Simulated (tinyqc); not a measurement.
Worked calculation: RKS/BLYP in the sto-6g basis, for BH, spin multiplicity 1. One step of it, computed by the program tinyqc.

Task: Iteration 2: DIIS coefficients. Solve [B -1; -1 0][c; lambda] = [0; -1] for the coefficients, which sum to one.

B (overlaps of the stored error matrices):
```
                1               2
1   4.1658119e-01  -2.7210504e-01
2  -2.7210504e-01   5.0686710e-01
```

Give: DIIS coefficients.

Result:

DIIS coefficients: 0.5308  0.4692
